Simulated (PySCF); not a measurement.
# Identify the compound

The spectra below were simulated for a compound C5H5F.

1H NMR (400 MHz, computed): δ 6.88 (ddt, J = 90.0, 5.8, 2.0 Hz, 1H), 5.08 (dtd, J = 32.5, 8.4, 5.8 Hz, 1H), 3.24 (m, 2H), 1.39 (t, J = 3.9 Hz, 1H).

13C{1H} NMR (computed): δ 158.5 (CH, d, J = 328.4 Hz), 114.7 (CH, d, J = 3.2 Hz), 86.3 (C), 74.9 (CH), 16.1 (CH2, d, J = 8.9 Hz).

- couplings computed with B3LYP/pcJ-1 (spin–dipole term only in couplings to heteroatoms)
- structure optimised with GFN2-xTB
- σ from GIAO-PBE0/pcSseg-1
- run in PySCF
- relativity neglected, a single conformation, equivalent nuclei averaged, no solvent

Chemical shifts δ = σref − σ; TMS for 1H (31.72 ppm) and 13C (186.93 ppm), all at this level.

Task: Which candidate is it?
A. FC1=CCC=C1
B. C#CC/C=C\F
C. C#C/C=C/CF
D. CC(F)=C1C=C1

Result: B. 

- Rings plus π bonds: 3 (no ring in the answer).
- 5 carbon signals for 5 carbons: no two carbons are equivalent.
- Carbon types of the structure: 1 × C, 3 × CH, 1 × CH2, which accounts for all hydrogens.
- δC 158.5, 114.7: alkene CH; the olefinic region.
- δC 86.3: alkyne carbon; sp carbons lie upfield of alkene carbons because the cylindrical π system leaves one tensor component strongly shielded.
- δC 74.9: terminal alkyne carbon; the triple bond shields along its axis, which puts it between sp3 and sp2 carbons.
- δC 16.1: allylic sp3 CH2; aliphatic region, no heteroatom directly attached.
- δH 1.39: hydrogen on a terminal alkyne carbon; it lies on the axis of the triple bond, in its shielding cone.
- The protons at 5.08 and 6.88 share a coupling of 5.8 Hz (vicinal, cis across C=C).

The others: CC(F)=C1C=C1 would give 3 signals for carbon-bound and other non-exchanging H, not 4; FC1=CCC=C1 has carbons computed at 174.7, 143.1, 135.1, 112.5, 40.3; C#C/C=C/CF has carbons computed at 149.9, 114.4, 89.7, 86.7, 86.2.

C–F couplings over four or more bonds (about 3 Hz to the para carbon of a fluoroarene) are left out. Common functionals overestimate the size of one-bond C–F couplings by tens of Hz; these are unscaled. Multiplet labels drop couplings under 1 Hz and merge nearly equal ones. Unscaled 3J(H,H) at this level run about 10 % above measured values. Shifts are as computed. Against solution values, carbons near 30 ppm lie about +3 ppm off and those near 130 ppm about +5 ppm. Of 1309 compounds with measured shifts, 239 miss one by over three times the rms of a fit or turn the order of signals round; such compounds aren't used in these exercises. Couplings across =CH–CH2 type bonds come from one rotamer and its mirror image, and can be 1–2 Hz further off.
